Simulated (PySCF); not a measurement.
B3LYP has the VWN-RPA correlation part, as in Gaussian. Delta-SCF ions had no search for a lower state. Excitations are Tamm–Dancoff values on a coarser integration grid. The basis has no diffuse functions, so Rydberg states are missing or too high.

Cartesian coordinates (Å):
```xyz
7

C     -0.9664    -0.3383     0.2860
C      0.0152     0.4033    -0.2221
C      1.3946     0.0848    -0.0541
N      2.5153    -0.1538     0.0693
H     -2.0006    -0.0617     0.1354
H     -0.7634    -1.2323     0.8599
H     -0.1947     1.2980    -0.7962
```
Charge 0, multiplicity 1.

**Question.** Predict the brightest of the four lowest singlets (TDA), dipole moment, vertical ionisation energy (Delta-SCF), total energy and S1 excitation (TDA) from B3LYP-D3(BJ)/def2-TZVP run with PySCF.

**Answer.** 
```yaml
brightest of the four lowest singlets (TDA): 6.56 eV
dipole_moment: 4.01 D
vertical ionisation energy (Delta-SCF): 10.77 eV
total_energy: -170.9091 Ha
S1 excitation (TDA): 6.13 eV
```
